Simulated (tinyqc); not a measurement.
Extended Hueckel theory, for BH+, step by step. The parameters take no account of the charge, which enters only through the electron count. One step of it, computed by the program tinyqc.

Problem. Mulliken analysis. P = C n C^T; charge = valence electrons (B 3, H 1) minus the sum of (P S)_ii on the atom; overlap population = 2 sum P_ij S_ij between two atoms.

coefficients, order 1B 2s, 1B 2px, 1B 2py, 1B 2pz, 2H 1s:
$$\begin{pmatrix}
0.620697 & -0.585483 & 0.000000 & 0.000000 & -0.958738 \\
0.000000 & 0.000000 & 0.783124 & -0.621865 & 0.000000 \\
0.000000 & 0.000000 & 0.621865 & 0.783124 & 0.000000 \\
0.048943 & 0.700083 & 0.000000 & 0.000000 & -1.108456 \\
0.506352 & 0.336322 & 0.000000 & 0.000000 & 1.413831
\end{pmatrix}$$

occupations: [2.000000, 1.000000, 0.000000, 0.000000, 0.000000]

overlap S, order 1B 2s, 1B 2px, 1B 2py, 1B 2pz, 2H 1s:
$$\begin{pmatrix}
1.000000 & 0.000000 & 0.000000 & 0.000000 & 0.522759 \\
0.000000 & 1.000000 & 0.000000 & 0.000000 & 0.000000 \\
0.000000 & 0.000000 & 1.000000 & 0.000000 & 0.000000 \\
0.000000 & 0.000000 & 0.000000 & 1.000000 & 0.551816 \\
0.522759 & 0.000000 & 0.000000 & 0.551816 & 1.000000
\end{pmatrix}$$

Give: charges; Overlap populations.

Solution.

charges: 1B 1.0088, 2H -0.0088

Overlap populations:
```
pair     value
2-1   0.765875
```
